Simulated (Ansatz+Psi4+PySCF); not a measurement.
doublet CH3O: levels of theory in one basis

```tsv
atom	x (Å)	y (Å)	z (Å)
C	0.0059	-0.5912	0.0259
O	-0.0062	0.7836	-0.0253
H	1.0538	-0.8446	0.0177
H	-0.4722	-1.0337	0.8993
H	-0.4910	-1.0219	-0.9090
```

Basis set: cc-pVTZ (spherical functions). Left uncorrelated: 2 orbitals. Correlation on ROHF uses semicanonical orbitals with singles. Charge 0, multiplicity 2.

Computed with Ansatz (development build ahead of 0.2.0) and Psi4 1.11; each method stands on the lowest determinant of its kind that the runs found.

```json
{"method": "ROHF", "E − E(ROHF) (eV)": "0.00", "<S²> of the determinant": "0.75"}
{"method": "UHF", "E − E(ROHF) (eV)": "-0.15", "<S²> of the determinant": "0.76"}
{"method": "ROHF-MP2", "E − E(ROHF) (eV)": "-10.18", "<S²> of the determinant": "–"}
{"method": "UHF-MP2", "E − E(ROHF) (eV)": "-10.17", "<S²> of the determinant": "0.76"}
```
